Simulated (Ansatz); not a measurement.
**A rate constant, worked out**

An elementary step of CH₇NSi, closed shell (CH₅N ([CH3][NH2]) + SiH₂ → CH₇NSi ([CH3][NH][SiH3]); H–N broken or loosened, Si–H, Si–N formed or tightened). The start structure is the complex of the reactants, bound by 1.47 eV, and the electronic barrier above it is 1.671 eV by CCSD(T) at an estimated basis limit (MP2 extrapolated from triple and quadruple zeta, plus CCSD(T) − MP2 in triple zeta). Program: Ansatz 0.2.0. Basis: def2-TZVPP and def2-QZVPP. Cores are frozen in the correlated methods. Extrapolation: Hartree–Fock as exp(−7.88 √X), correlation as X^−2.97. Harmonic wavenumbers at PBE0-D4/def2-TZVP (Ansatz 0.2.0), in cm⁻¹:

Start: 135, 206, 234, 450, 579, 747, 837, 959, 1012, 1048, 1076, 1236, 1338, 1450, 1492, 1499, 1644, 1999, 2001, 3064, 3147, 3165, 3513, 3586.

Saddle: 1572i, 175, 231, 258, 562, 619, 706, 786, 933, 1039, 1091, 1129, 1174, 1321, 1451, 1479, 1504, 1913, 2118, 2166, 3010, 3064, 3107, 3548.

Question: Work out the transition-state-theory rate constant at 300 K from these numbers alone (harmonic vibrations; rotation, path degeneracy and anharmonicity left out), and the Wigner tunnelling factor. Use 1 cm⁻¹ = 1.2398 × 10⁻⁴ eV and k_B = 8.617 × 10⁻⁵ eV/K.

Answer: Zero-point energies, half the sums: start 36417/2 cm⁻¹ = 2.2576 eV; saddle, real modes only, 33384/2 cm⁻¹ = 2.0695 eV.
Barrier with zero-point energy: 1.671 + 2.0695 − 2.2576 = 1.4829 eV.
k_BT = 0.02585 eV, so the barrier is 57.36 k_BT.
Vibrational partition functions from the zero-point level, ln q = −Σ ln(1 − exp(−hν/k_BT)): start 1.872, saddle 1.526.
k = (k_BT/h) exp(ln q‡ − ln q) exp(−E0/k_BT), with log₁₀(k_BT/h in s⁻¹) = 12.80: log₁₀ k = 12.80 + (-0.346 − 57.36)/2.3026 = -12.26, so k ≈ 5 × 10^(-13) s⁻¹.
Wigner factor: 1 + (hν‡/k_BT)²/24 = 1 + (7.54)²/24 = 3.37, too large for this simple formula to be trusted. A change of 1 kcal/mol (0.043 eV) in the barrier would change k by a factor of 5.4 at this temperature.

T1 diagnostic: at most 0.013. The restricted Hartree–Fock reference is unstable towards an unrestricted one at one or more of these structures.

Losses and insertions of silylenes and their heavier kin drive the gas-phase chemistry of silicon and germanium vapour deposition.

Labels in which every atom is bracketed show which atoms are joined, not bond orders.

For scale, one of the runs: CCSD(T)/def2-TZVPP, 202 basis functions, launched by `ansatz run in.yaml --threads 2 --pin off --events-out ev --progress --plain --max-ram 4352MiB`. The run took 39 s on 2 CPU threads of an Arm Neoverse V2 (shared host), with 2.5 GiB of host memory at its peak.
